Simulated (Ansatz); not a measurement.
# H₃MgOS+ (SMILES [OH2+][S][MgH]): single points off equilibrium

An exercise on one series of results from a longer session: the logs are not shown, and one member is left open.

Program: Ansatz 0.2.0, Gaussian basis. Level of theory: single points in def2-TZVPP. These are calculated values, not measurements.

Cores are frozen in the correlated methods. The outer core shell of Li, Na, Mg and K is correlated.

## Starting geometry

SMILES `[OH2+][S][MgH]`, 6 atoms, charge 1, spin multiplicity 1.

Atoms are counted from 1 here; the program's logs count them from 0.

Bond lengths: O1–S2 1.888 Å, O1–H4 0.967 Å, O1–H5 0.999 Å, S2–Mg3 2.421 Å, Mg3–H6 1.690 Å. Angles: S2–O1–H4 114.4°, S2–O1–H5 108.7°, H4–O1–H5 107.1°, O1–S2–Mg3 120.5°, S2–Mg3–H6 138.1°.

Coordinates:

```tsv
atom	x (Å)	y (Å)	z (Å)
O1	-1.04933	0.12485	-1.21127
S2	0.61732	-0.23197	-0.39977
Mg3	1.01467	0.37998	1.90912
H4	-1.49930	-0.65742	-1.55868
H5	-0.90537	0.74610	-1.97983
H6	1.82890	-0.24366	3.25289
```

The first run:

Contents of run/in.yaml:

```yaml
crystal:
  periodic: [false, false, false]
  atoms:
    - {symbol: O, position_ang: [-1.049326, 0.124849, -1.211273]}
    - {symbol: S, position_ang: [0.617318, -0.231967, -0.399769]}
    - {symbol: Mg, position_ang: [1.014675, 0.379981, 1.909118]}
    - {symbol: H, position_ang: [-1.499298, -0.657424, -1.558679]}
    - {symbol: H, position_ang: [-0.905372, 0.746101, -1.979829]}
    - {symbol: H, position_ang: [1.828896, -0.243664, 3.252887]}
basis:
  gaussian: {orbitals: def2-TZVPP}
total_charge: 1
hamiltonian: {xc: pbe, dispersion: d4}
output: {forces: true}
```

The run is started by

```console
$ ansatz run in.yaml --threads 2 --pin off --events-out ev --progress --plain --max-ram 3481MiB
```

Steps of the session up to this table: PBE-D4/def2-TZVPP; r2SCAN-D4/def2-TZVPP; PBE0-D4/def2-TZVPP; wB97M-V/def2-TZVPP; CCSD(T)/def2-TZVPP.

One of the session's tables, all rows but one given; the rest of the session is left out.

```
   method  RMS force component (eV/Å)  angle to CCSD(T) forces (°)
   PBE-D4                           ?                            ?
r2SCAN-D4                       0.517                          9.3
  PBE0-D4                       0.569                          8.9
  wB97M-V                       0.570                          5.8
  CCSD(T)                       0.557                    reference
```

**Question.** Estimate the row for PBE-D4.

As computed: RMS force component (eV/Å): 0.491; angle to CCSD(T) forces (°): 23.6. In the column «RMS force component (eV/Å)» it is the lowest.
